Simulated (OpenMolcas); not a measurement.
# How basis sets differ on SiH2O2 (SMILES O[Si]O)

SiH2O2: 5 atoms, total charge 0, spin state singlet. As SMILES, `O[Si]O`. The coordinates come from a PBE0-D4/def2-TZVP relaxation. This is one conformer, not always the lowest.

Quantity: the HOMO–LUMO gap, in eV. The values are calculated.

```json
{"level": "HF/ANO-RCC-MB (DKH2)", "kind": "Hartree–Fock", "program": "OpenMolcas", "value (eV)": "12.23", "CPU time": "3.2 s"}
{"level": "HF/STO-3G", "kind": "Hartree–Fock", "program": "OpenMolcas", "value (eV)": "14.02", "CPU time": "3 s"}
{"level": "HF/3-21G", "kind": "Hartree–Fock", "program": "OpenMolcas", "value (eV)": "11.94", "CPU time": "3.2 s"}
{"level": "HF/aug-cc-pVDZ", "kind": "Hartree–Fock", "program": "OpenMolcas", "value (eV)": "10.75", "CPU time": "12 s"}
```

The values span 10.75 to 14.02 eV. A Hartree–Fock LUMO above zero doesn't converge with the basis: it sinks as sets grow more diffuse. Orbital gaps aren't excitation energies. Times are those of the runs behind each value, whatever else they computed, on shared processors of several kinds: orders of magnitude only.
